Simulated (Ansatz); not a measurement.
# One shape, several levels: SiH3O (SMILES [O][SiH3])

Aim: a comparison of 6 runs (UHF/STO-3G, U-r2SCAN/STO-3G, UPBE/STO-3G, RPA@PBE/STO-3G, UBCCD(T)/STO-3G, UCCSDT/STO-3G) of SiH3O. 

Program for the calculation: Ansatz 0.2.0.

65 further runs of the same task are left out: 16 that didn't finish, 49 set aside as unsound or not needed.

**1. The structure to begin with**

SiH3O has 5 atoms, charge 0, and is taken as a doublet. As SMILES, `[O][SiH3]`. The Si2–O1 distance was set to 3.825 Å, away from the relaxed value. At this shape a bond of the SMILES string is far longer than usual.

Bond lengths: Si2–H3 1.490 Å, Si2–H4 1.494 Å, Si2–H5 1.496 Å. Angles: H3–Si2–H4 104.6°, H3–Si2–H5 104.2°, H4–Si2–H5 102.6°.

**2. A single-point energy at UHF/STO-3G (run 1)**

The input, job.yaml:

```yaml
basis:
  gaussian:
    orbitals: STO-3G
crystal:
  periodic: [false, false, false]
  atoms:
    - {symbol: O, position_ang: [-3.442749, 0.657865, 1.695719]}
    - {symbol: Si, position_ang: [-0.065850, 0.007840, 0.019870]}
    - {symbol: H, position_ang: [-0.120650, -0.242400, -1.447490]}
    - {symbol: H, position_ang: [0.685890, -1.159260, 0.572930]}
    - {symbol: H, position_ang: [0.917210, 1.125960, 0.164480]}
magnetization:
  spin_polarized: true
  initial_magnetization: 1
hamiltonian:
  xc: hf
accuracy: high
```

Launch:

```console
ansatz run job.yaml --threads 1 --pin off --max-ram 2610MiB --events-out events.jsonl --progress --plain --runs-dir runs
```

Standard output:

```text
Warning: RAYON_NUM_THREADS=1 ignored (pool sized by the plan → 1); use --threads N
Functional definition: HF
  name "HF"
  exchange = exact_x
  correlation = 0
259 factors; integrals over basis functions are off by at most 2.8e-8 eV
mean field evaluation 1: about -9811.7505 eV, gradient 9.0e0 eV
mean field evaluation 2: about -9811.7430 eV, gradient 9.0e0 eV
mean field evaluation 4: about -9825.2093 eV, gradient 2.6e0 eV
mean field evaluation 8: about -9825.3147 eV, gradient 1.4e-2 eV
mean field evaluation 16: about -9825.3141 eV, gradient 5.0e-9 eV
mean field evaluation 32: about -9825.3093 eV, gradient 6.3e-2 eV
mean field evaluation 64: about -9824.0235 eV, gradient 8.8e-5 eV
mean field evaluation 96: about -9825.3115 eV, gradient 2.5e-1 eV
mean field evaluation 128: about -9824.0223 eV, gradient 8.8e-2 eV
mean field evaluation 160: about -9817.2791 eV, gradient 2.8e0 eV
mean field -9825.31413839 eV, -361.0736347486 hartree, gradient 5.0e-9 eV, S^2 1.751110; 5 other end points of the search recorded, 0 dependent functions left out
reference -9825.31413839 eV, -361.0736347486 hartree; 13, 12 occupied and 4, 5 virtual orbitals, 259 factors
Total energy: -9825.31413839 eV, -361.0736347486 hartree
```

Run time: 0.3 s. Hardware: 1 thread of Arm Neoverse V1, shared host.

**3. A single-point energy at U-r2SCAN/STO-3G (run 2)**

The input, in.yaml:

```yaml
crystal:
  periodic: [false, false, false]
  atoms:
    - symbol: O
      position_ang: [-3.442749, 0.657865, 1.695719]
    - symbol: Si
      position_ang: [-0.065850, 0.007840, 0.019870]
    - symbol: H
      position_ang: [-0.120650, -0.242400, -1.447490]
    - symbol: H
      position_ang: [0.685890, -1.159260, 0.572930]
    - symbol: H
      position_ang: [0.917210, 1.125960, 0.164480]
basis:
  gaussian: {orbitals: STO-3G}
magnetization: {spin_polarized: true, initial_magnetization: 1}
accuracy: high
hamiltonian: {xc: r2scan}
```

Launch:

```console
ansatz run in.yaml --threads 1 --pin off --max-ram 2610MiB --events-out events.jsonl --progress --plain --runs-dir runs
```

Standard output, cut to the lines that bear on the results:

```text
Warning: RAYON_NUM_THREADS=1 ignored (pool sized by the plan → 1); use --threads N
Functional definition: r2SCAN
  name "r2SCAN"
[...]
259 factors; integrals over basis functions are off by at most 2.8e-8 eV
[...]
mean field -9846.02518927 eV, -361.8347518300 hartree, gradient 1.4e-8 eV, S^2 1.751067; 6 other end points of the search recorded, 0 dependent functions left out
reference -9846.02519006 eV, -361.8347518590 hartree; 13, 12 occupied and 4, 5 virtual orbitals, 259 factors
Total energy: -9846.02519006 eV, -361.8347518590 hartree
```

Run time: 76 s. Hardware: 1 thread of Arm Neoverse V1, shared host; peak memory 0.21 GiB.

Runs 3 to 5 aren't shown in full; the table further down has their settings and results.

**4. The energy at UCCSDT/STO-3G (run 6)**

Changes to job.yaml since step 2:

```diff
@@ -1,4 +1 @@
-basis:
-  gaussian:
-    orbitals: STO-3G
 crystal:
@@ -11,2 +8,6 @@
     - {symbol: H, position_ang: [0.917210, 1.125960, 0.164480]}
+basis:
+  gaussian:
+    orbitals: STO-3G
+total_charge: 0
 magnetization:
@@ -14,4 +15,7 @@
   initial_magnetization: 1
-hamiltonian:
-  xc: hf
+correlation:
+  method: ccsdt
+  frozen_orbitals: {H: 0, O: 1, Si: 5}
 accuracy: high
+scf:
+  omitted_lower_state_checks: [cluster_reference, increment]
```

Launch:

```console
ansatz run job.yaml --threads 1 --pin off --max-ram 2610MiB --events-out events.jsonl --progress --plain --runs-dir runs
```

Standard output:

```text
Warning: RAYON_NUM_THREADS=1 ignored (pool sized by the plan → 1); use --threads N
[... 17 lines left out ...]
6 core orbitals not correlated: weight in the atoms' cores, before any rotation towards them, 1.000 or more for the frozen orbitals, at most 0.000 for the correlated occupied ones
[... 193 lines left out ...]
Total energy: -9826.83190299 eV, -361.1294115690 hartree
Checks for a lower state left out: cluster_reference, increment
```

It took 2.2 s on 1 thread of Arm Neoverse V1, shared host.

**5. All runs side by side**

| run | level | frozen core orbitals | energy (Eh) | ⟨S²⟩ | wall time |
| --- | --- | --- | --- | --- | --- |
| 1 | UHF/STO-3G | – | -361.073635 | 1.751 | 0.3 s |
| 2 | U-r2SCAN/STO-3G | – | -361.834752 | 1.751 | 76 s |
| 3 | UPBE/STO-3G | – | -361.620118 | 1.751 | 27 s |
| 4 | RPA@PBE/STO-3G | 6 | -361.192819 | 1.751 | 39 s |
| 5 | UBCCD(T)/STO-3G | 6 | -361.129201 | 1.751 | 1.1 s |
| 6 | UCCSDT/STO-3G | 6 | -361.129412 | 1.751 | 2.2 s |

**6. Summary of results**

| quantity | value |
| --- | --- |
| run 6: total energy | -361.12941 Eh |
| run 6: correlation energy (6 core orbitals frozen) | -55.8 mEh |
| run 6: ⟨S²⟩ of the reference determinant | 1.751 |
| run 6: T1 diagnostic | 0.003 |

**Reading.** Below the UHF energy at the same shape and in the same basis (STO-3G): UBCCD(T) -55.6 mEh; UCCSDT -55.8 mEh. Totals of different functionals can't be ranked against each other. In runs 1, 2, 3, 4, 5, 6 the basis is minimal, so the values are rough. Spin contamination of the reference: run 1 ⟨S²⟩ = 1.75, run 5 ⟨S²⟩ = 1.75, run 6 ⟨S²⟩ = 1.75, run 2 ⟨S²⟩ = 1.75, run 3 ⟨S²⟩ = 1.75, run 4 ⟨S²⟩ = 1.75. Where it is this large, the reference is a mixture of spin states, and values that rest on it are in doubt. All runs together took 2.4 min, the longest 76 s.
